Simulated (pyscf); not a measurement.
Thermochemistry of product channels of `[SbH3]` + `[OH]` [doublet] on the doublet surface, in kcal/mol, from CCSD(T)/def2-TZVPP + ΔMP2(QZVPP) energies (ideal gas, 1 atm, RRHO with modes under 100 cm⁻¹ raised to 100, one conformer, R ln 2 for chiral ones without a mode under 150 cm⁻¹). Single points on ωB97X-D3(BJ)/def2-SVP structures (PySCF, gas phase). MP2 and CC: frozen core, UHF for open shells. ΔMP2 is the change of the MP2 total energy from the triple- to the quadruple-zeta basis.

| products | ΔE | ΔH(298 K) | ΔG(900 K) | ΔG(1200 K) |
|---|---|---|---|---|
| `[OH][SbH2]` + `[H]` [doublet] | -8.9 | -9.7 | -5.7 | -5.1 |
| `[SbH2]` [doublet] + `[OH2]` | -54.0 | -51.0 | -53.3 | [?] |

### Question
Fill in the missing entries.

### Answer

- `[SbH2]` [doublet] + `[OH2]`, ΔG(1200 K): -53.7

These are energies of the channels, which say nothing of barriers. The CCSD(T) − MP2 part came from Ansatz, without density fitting, on the same reference. The frozen core leaves the outer d or s,p core shells of the metals and heavy elements correlated in the MP2 and CC values, and def2-TZVPP describes them poorly, which can shift differences by a few kcal/mol. Left out: orbital degeneracy and the spin-orbit lowering of OH. Elements past Kr carry the def2 core potentials, without spin-orbit coupling.
